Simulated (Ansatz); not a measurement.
For graphite, PBE (Ansatz, an electronic-structure program, plane waves, PAW) gives:

| Quantity | Result |
|---|---|
| lattice constant a | 2.467 Å |
| lattice parameter c | 8.718 Å |

Question: What does HSE06-D3(BJ) in Ansatz (PAW) give for the same quantities?

Answer: 
- lattice constant a: 2.449 Å (decreases by 0.7 %)
- lattice parameter c: 6.725 Å (drops by 23 %)

For comparison: lattice constant a 2.461 Å (measured, 300 K, not corrected to a static lattice, our sources range from 2.456 to 2.461; as tabulated in Wikipedia's data pages); lattice parameter c 6.67 Å (measured, low temperature, zero-point motion not removed; as tabulated in Berland et al. (2010), arXiv:1007.3305).

Changes are worked out from the printed values.

Unless a cell is named, each level is at its own relaxed cell (PBE 11.48, HSE06-D3(BJ) 8.73 Å³/atom).

Caveats: exact exchange on metals is sensitive to the k mesh and can open a false gap (HSE06-D3(BJ)); for a layered or molecular solid the relaxed cell lies over 5 % above the published volume, where the minimum can be shallow (PBE); the cell comes from a level without a dispersion term, which matters for the spacing of layers, chains or molecules (PBE). Ansatz's density-functional and Hartree–Fock values are scalar-relativistic unless marked +SOC, with PAW data made under PBE.
